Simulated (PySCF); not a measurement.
Work out the structure from these simulated measurements.

Formula: C3H4ClNO.

| Quantity | Value |
| --- | --- |
| Dipole | 2.21 D [PBE0/def2-SVPD] |
| 13C NMR | chemical shifts (computed TMS as zero) by class: 161.8 (1 C), 142.2 (1 C), 132.3 (1 C) ppm [GIAO PBE0/pcSseg-1] |
| Triplet | lowest triplet excitation (Tamm–Dancoff): 3.62 eV [TDA PBE0/def2-SVPD] |
| UV, strongest line | among the 6 lowest singlet transitions: S3 at 6.09 eV (204 nm, f = 0.224) [TDDFT PBE0/def2-SVPD] |
| UV, first state | lowest singlet excitation: 4.60 eV (269 nm, f = 0.000) [TDDFT PBE0/def2-SVPD] |
| Rotational structure | rotational constants A, B, C: 4.710, 2.452, 1.612 GHz [GFN2-xTB] |

Gas-phase values; electronic properties from PySCF, density fitting. Levels stand in brackets. NMR shifts are as computed; neighbouring signals can stand in another order in a measured spectrum. The structure is a single GFN2-xTB conformer in the gas phase; no vibrational or solvent corrections. Each NMR value is the plain mean over a class of atoms that symmetry, rotation or inversion makes alike.

Question: What is the compound? Reason from the data.

Answer: Numbering: `[CH2:1]=[C:2]([Cl:3])[C:4]([NH2:5])=[O:6]`. Its formula, C3H4ClNO, gives 2 degrees of unsaturation: 0 rings and 2 π bonds in the structure found. 3 carbons fall into 3 classes; from least to most shielded: amide carbonyl carbon [C4] (161.8 ppm), vinylic C–Cl carbon [C2] (142.2 ppm), terminal =CH2 carbon [C1] (132.3 ppm). The optimised geometry has point group Cs and is an asymmetric top. Structure: `C=C(Cl)C(N)=O`. Computed isomers that give other values at the same levels: `NC(=O)/C=C/Cl` (13C chemical shifts (computed TMS as zero) by class: 163.8 (1 C), 152.3 (1 C), 130.7 (1 C) ppm). The assignments are read from this structure; whether some other isomer fits the data as well wasn't checked.

The values belong to the conformer `[CH2:1]=[C:2]([Cl:3])[C:4]([NH2:5])=[O:6]`: C1–C2–C4–N5 180°, H–N5–C4–C2 180°, H–N5–C4–C2 0°.
